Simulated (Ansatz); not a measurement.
The input, for Ansatz 0.2.0:

```yaml
crystal:
  periodic: [false, false, false]
  atoms:
    - {symbol: B, position_ang: [0.000000, -0.080006, 0.000000]}
    - {symbol: H, position_ang: [0.000000, 0.429067, -1.077008]}
    - {symbol: H, position_ang: [0.000000, 0.429067, 1.077008]}
basis:
  gaussian: {orbitals: cc-pVTZ}
total_charge: 1
magnetization: {spin_polarized: false}
correlation: {method: ccsd_t, electrons: outside_noble_gas}
```

```sh
$ ansatz run in.yaml --threads 1 --pin off --events-out ev --progress --plain --max-ram 2393MiB
```

Log:

```
325 factors; integrals over basis functions are off by at most 7.8e-4 eV
mean field evaluation 1: about -692.0200 eV, gradient 9.2e0 eV
mean field evaluation 2: about -692.0182 eV, gradient 9.2e0 eV
mean field evaluation 4: about -692.3711 eV, gradient 3.6e-1 eV
mean field evaluation 8: about -692.3720 eV, gradient 8.9e-5 eV
mean field evaluation 16: about -692.3720 eV, gradient 2.2e-6 eV
mean field -692.37201133 eV, -25.4442021099 hartree, gradient 2.2e-6 eV, S^2 0.000000; 0 other end points of the search recorded, 0 dependent functions left out
1 core orbitals not correlated: weight in the atoms' cores, before any rotation towards them, 1.000 or more for the frozen orbitals, at most 0.000 for the correlated occupied ones
reference -692.37201133 eV, -25.4442021099 hartree; 2, 2 occupied and 55, 55 virtual orbitals, 325 factors
second order -1.91376922 eV of doubles, -0.00000000 eV of singles
cycle   1  -2.24477365 eV  change   -3.3e-1 eV  update   4.0e-2
cycle   2  -2.38918731 eV  change   -1.4e-1 eV  update   1.6e-2
cycle   3  -2.39117874 eV  change   -2.0e-3 eV  update   3.6e-3
cycle   4  -2.39166236 eV  change   -4.8e-4 eV  update   1.1e-3
cycle   5  -2.39152919 eV  change    1.3e-4 eV  update   3.2e-4
cycle   6  -2.39153516 eV  change   -6.0e-6 eV  update   6.3e-5
cycle   7  -2.39156187 eV  change   -2.7e-5 eV  update   1.6e-5
cycle   8  -2.39155970 eV  change    2.2e-6 eV  update   5.0e-6
cycle   9  -2.39155830 eV  change    1.4e-6 eV  update   1.4e-6
perturbative correction -0.02818525 eV, -0.0010357887 hartree
Total energy: -694.79175488 eV, -25.5331260450 hartree
```

For the same geometry and basis full CI lies 7.7 meV lower.

Ran on 1 thread of Arm Neoverse V2, shared host: 0.27 s wall, 0.1 GiB peak host memory.
